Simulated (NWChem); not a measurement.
## Basis-set convergence for chlorine (Cl$_{2}$)

```xyz
2

Cl     0.0000     0.0000     1.0128
Cl     0.0000     0.0000    -1.0128
```
Charge 0, spin multiplicity 1.

Program: NWChem. All single points use one geometry, from PBE0/def2-SVP, a minimum by its harmonic frequencies.

Quantity: vertical ionisation energy at the level ΔPBE (Δ: difference of total energies, the cation a doublet at the parent's geometry with its hole in an orbital of symmetry b3g (D2h labels); it is the state that the SCF runs reached, from PBE0 orbitals for Hartree-Fock references, and need not be the lowest).

The Pople sets run with spherical d functions. No SCF solution was tested for a lower state.

```tsv
basis	functions	vertical ionisation energy (eV)
6-31G*	36	11.33
pcseg-1	36	?
cc-pVDZ	36	?
def2-SVP	36	11.23
6-31+G*	44	11.36
aug-pcseg-1	54	11.34
6-311++G**	60	11.37
def2-TZVP	74	11.23
aug-cc-pVTZ	100	?
```

Problem. Some entries are withheld; supply them.

Solution. 
- pcseg-1, vertical ionisation energy (eV): 11.39
- cc-pVDZ, vertical ionisation energy (eV): 11.28
- aug-cc-pVTZ, vertical ionisation energy (eV): 11.26
